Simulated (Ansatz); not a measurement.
**C$_{4}$H$_{10}$, singlet: the ladder up to RCCSDT(Q)**

Geometry: MP2(full)/6-31G*, from the G2/97 set.

```tsv
atom	x (Å)	y (Å)	z (Å)
C	0.0000	0.0000	0.3679
H	0.0000	0.0000	1.4662
C	0.0000	1.4503	-0.1053
H	0.0000	1.4940	-1.1999
H	-0.8855	1.9847	0.2522
H	0.8855	1.9847	0.2522
C	1.2560	-0.7251	-0.1053
H	1.2938	-0.7470	-1.1999
H	2.1615	-0.2255	0.2522
H	1.2761	-1.7592	0.2522
C	-1.2560	-0.7251	-0.1053
H	-1.2938	-0.7470	-1.1999
H	-1.2761	-1.7592	0.2522
H	-2.1615	-0.2255	0.2522
```

Basis 6-31G; Ansatz 0.2.0. Only valence electrons are correlated (noble-gas cores frozen), which leaves 26 electrons in 52 orbitals. R marks a restricted (for open shells ROHF) determinant. Active spaces: frontier = (8e, 8o) about the gap.

Full CI isn't at hand for all of this; RCCSDT(Q) serves as the reference, and is uncertain by about the last step of the cluster series.

The UHF ⟨S²⟩ is 0.000, the T1 diagnostic (RCCSD) is 0.0048 and the largest doubles amplitude (RCCSD) is 0.025.

**Question.** From what is known of these methods and the diagnostics, rank them by the size of their error in total energy against RCCSDT(Q) in 6-31G, smallest first (an estimate: the text doesn't fix the numbers).
A. MRCISD (frontier space)
B. BCCD(T)
C. RHF
D. RCCSD
E. CASSCF (frontier space)

**Answer.** B (3.1 kJ/mol), D (27.3 kJ/mol), A (121.9 kJ/mol), E (930.1 kJ/mol), C (1145.9 kJ/mol).

All errors are against RCCSDT(Q) in 6-31G. Within each family the higher level lies nearer, as is usual though not guaranteed.

Atomization energy (electronic, same basis, no zero-point term; atoms at the same level, unrestricted beside the R rows where the molecule is a closed shell, with restricted open-shell steps beyond CCSDT(Q)) at RCCSDT(Q): 4798.6 kJ/mol. Errors of other levels:

| level | error (kJ/mol) |
| --- | --- |
| RHF | -752.6 |
| RMP2 | -21.7 |
| CISD | -166.8 |
| RCCSD | -22.3 |
| RCCSD(T) | -1.6 |
| BCCD(T) | -1.4 |
| RCCSDT | -1.3 |

This basis is far from its limit, so the value isn't to be set against a measured one. Truncated CI isn't size-consistent, which counts against it in atomization.
